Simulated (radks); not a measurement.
# S³⁺ in [He] 2s2 2p4 3s2 3p1 4p2: an all-electron calculation

One table from this session's results is given with a row withheld; the runs are named, their logs left out.

The numbers are computed with radks (a radial shooting solver on a logarithmic mesh, Libxc functionals) version 1 (scalar-relativistic Kohn-Sham, r2SCAN, spin-unpolarised, spherical densities, finite nucleus), except any that are marked as measured or tabulated.

## Starting point

| Item | Value |
| --- | --- |
| element | sulfur (Z = 16) |
| charge | +3 |
| electrons | 13 |
| configuration | [He] 2s2 2p4 3s2 3p1 4p2 |
| nuclear rms radius | 3.2611 fm |

The outer shells:

S³⁺
```
[He] core
2s [↑↓]
2p [↑↓][↑ ][↑ ]
3s [↑↓]
3p [↑ ][  ][  ]
4p [↑ ][↑ ][  ]
```

The first run:

Settings of this run:

```text
Z 16
configuration [He] 2s2 2p4 3s2 3p1 4p2 4s0 3d0
relativity scalar-relativistic
functional r2scan,r2scan
spin unpolarised
nucleus finite rms 3.2611 fm
c 137.035999084
```

One of the session's tables, all rows but one given; the rest of the session is left out.

It belongs to the step «Radial structure». Radial moments (bohr):

```
level     <r>  outermost maximum (interpolated)  90 % within  nodes
   1s       ?                                 ?            ?      ?
   2s  0.4548                             0.377        0.706      1
   2p  0.4110                             0.312        0.675      0
   3s   1.313                              1.18         1.92      2
   3p   1.369                              1.21         2.05      1
   3d   1.425                              1.16         2.24      0
   4s   3.062                              2.89         4.32      3
   4p   3.268                              3.10         4.63      2
```

Q: Estimate the row for 1s from the others.

The run gave: <r>: 0.09671; outermost maximum (interpolated): 0.0633; 90 % within: 0.173; nodes: 0. In the column «<r>» it is the lowest.
